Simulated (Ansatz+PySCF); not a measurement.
A calculation with Ansatz (development build ahead of 0.2.0).

```yaml
crystal:
  periodic: [false, false, false]
  atoms:
    - { symbol: C, position_ang: [0.0, -0.18302, -1.22895] }
    - { symbol: "N", position_ang: [0.0, 0.47622, -0.02289] }
    - { symbol: C, position_ang: [0.0, -0.15135, 1.20563] }
    - { symbol: H, position_ang: [0.0, 0.39947, -2.13447] }
    - { symbol: H, position_ang: [0.0, -1.25901, -1.20632] }
    - { symbol: H, position_ang: [0.0, 1.48601, -0.02108] }
    - { symbol: H, position_ang: [0.0, 0.586, 2.05374] }
    - { symbol: O, position_ang: [0.0, -1.35431, 1.35434] }
basis:
  gaussian: { orbitals: cc-pVTZ }
magnetization:
  spin_polarized: true
  initial_magnetization: 1
hamiltonian:
  xc: hf
correlation:
  method: mp2
  frozen_orbitals: { C: 1, H: 0, "N": 1, O: 1 }
output:
  forces: true
```

The input is written out in the form of the current development build from the run's settings.

The run gave:

| Property | Result |
| --- | --- |
| Converged | yes |
| Reference energy | -207.41495 hartree |
| Correlation energy | -0.74325 hartree |
| Total energy | -208.15820 hartree |
| Spin squared of the determinant | 0.775 |
| Stability test | minimum |
| Occupied orbitals by symmetry in an Abelian subgroup (alpha; beta) | 13 A' 3 A''; 13 A' 2 A'' |

Forces (eV/Å):
| atom | Fx | Fy | Fz |
| --- | --- | --- | --- |
| C1 | 0.000 | -0.216 | -0.162 |
| N2 | 0.000 | 0.296 | 0.322 |
| C3 | 0.000 | 0.532 | 0.177 |
| H4 | 0.000 | -0.087 | 0.173 |
| H5 | 0.000 | 0.161 | 0.011 |
| H6 | 0.000 | -0.189 | 0.044 |
| H7 | 0.000 | -0.465 | -0.590 |
| O8 | 0.000 | -0.033 | 0.026 |
